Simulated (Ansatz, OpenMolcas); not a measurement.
**C3H4O (propargyl alcohol): a line through the functionals**

The species is C3H4O (8 atoms), meant as a singlet with charge 0. As SMILES, `C#CCO`. The coordinates come from a PBE0-D4/def2-TZVP relaxation. This is one conformer, not always the lowest.

The HOMO–LUMO gap y, in eV, basis def2-SVPD; a is the functional's share of exact exchange. Programs: Ansatz 0.2.0, OpenMolcas 26.06.

| functional | program | a | y (eV) |
| --- | --- | --- | --- |
| TPSS | OpenMolcas | 0 | 6.09 |
| revPBE | Ansatz | 0 | 5.81 |
| B3LYP | Ansatz | 0.2 | ? |
| PBE0 | Ansatz | 0.25 | 8.13 |
| BHLYP | Ansatz | 0.5 | 10.02 |

Problem. Fit y = c + s·a to the known rows and predict B3LYP.

Solution. 
1. Means of the 4 rows: a = 0.1875, y = 7.513.
2. Σ(Δa)² = 0.17188, Σ(Δa·Δy) = 1.4081, so the slope is 1.4081/0.17188 = 8.1923.
3. Intercept: 7.513 − (8.1923) × 0.1875 = 5.977. The largest residual of the fit is 0.17.
4. B3LYP: 5.977 + (8.1923) × 0.2 = 7.62 eV.

The run gave 7.60 eV, so the prediction is off by +0.02 eV, within the largest residual. Exact exchange lowers occupied levels and raises empty ones. The rows mix families of semi-local functionals, which the line can't see.
